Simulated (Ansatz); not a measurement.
Geometry optimisation, UKS PBE-D4/def2-SVP (Ansatz 0.2.0).

input.yaml

```yaml
crystal:
  periodic: [false, false, false]
  atoms:
    - { symbol: O, position_ang: [-1.41661, 0.26785, 0.69021] }
    - { symbol: Si, position_ang: [-0.06585, 0.00784, 0.01987] }
    - { symbol: H, position_ang: [-0.12065, -0.2424, -1.44749] }
    - { symbol: H, position_ang: [0.68589, -1.15926, 0.57293] }
    - { symbol: H, position_ang: [-2.07463, 0.79404, 1.21005] }
magnetization:
  spin_polarized: true
  initial_magnetization: 1
basis:
  gaussian: { orbitals: def2-SVP }
hamiltonian:
  xc: pbe
  dispersion: d4
relax:
  f_tol: 0.02
  max_steps: 50
```

Run as:

```bash
$ ansatz run input.yaml --threads 1 --pin off --max-ram 2048MiB --backend cpu --events-out ev --progress --plain --runs-dir out
```

Q: Where does it end, and by what steps?

A: It converged. After 12 steps the energy has fallen by 0.620 eV; H5 moved furthest, 0.43 Å.

```
step  energy less start (eV)  largest force component (eV/Å)  accepted
   0                  0.0000                           5.866       yes
   1                 -0.2546                           2.856       yes
   2                 -0.3668                           0.627       yes
   3                 -0.4358                           0.943       yes
   4                 -0.4728                           0.513       yes
   5                 -0.5350                           0.481       yes
   6                 -0.5523                           0.799       yes
   7                 -0.2710                           2.714        no
   8                 -0.5881                           0.259       yes
   9                 -0.6061                           0.359       yes
  10                 -0.6174                           0.166       yes
  11                 -0.6196                           0.041       yes
  12                 -0.6199                           0.008       yes
```

```xyz
5
Properties=species:S:1:pos:R:3
O -1.643 0.373 0.435
Si -0.045 0.084 -0.036
H -0.127 -0.295 -1.492
H 0.577 -1.056 0.754
H -1.754 0.562 1.384
```

Whether the end is a true minimum wasn't checked by a vibrational analysis.

The run took 14 s on 1 thread of Arm Neoverse V2, on a shared host, peak memory 0.11 GiB.
